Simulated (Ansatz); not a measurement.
We consider chalcopyrite CuGaSe₂, described by RPBE in Ansatz (plane waves, PAW).

Run with plane-wave cutoff 520 eV, 8×8×8 k mesh, Fermi–Dirac smearing 0.01 eV, no spin polarisation, scalar-relativistic PAW data made under PBE.

Computed at the level's own relaxed cell.

Task: What does this level give for the bulk modulus, c axis length, equilibrium volume per atom and pressure derivative B′ of the bulk modulus?

Result: 
- bulk modulus: 52.4 GPa
- c axis length: 11.392 Å
- equilibrium volume per atom: 23.51 Å³/atom
- pressure derivative B′ of the bulk modulus: 4.8

Measured, for comparison: lattice parameter c 11.026 Å (293 K, not corrected to a static lattice; as tabulated in Souilah et al., J. Solid State Chem. 183, 2274 (2010), by the Crystallography …). Computed (rounded) less measured: lattice parameter c +3.3 %.

Note: the bulk modulus comes from volumes at which shape and atoms were relaxed.

Static lattice: no zero-point or thermal effects.

It cost around 40 core-minutes (rough) of CPU time.

Ansatz is a program for electronic structure.
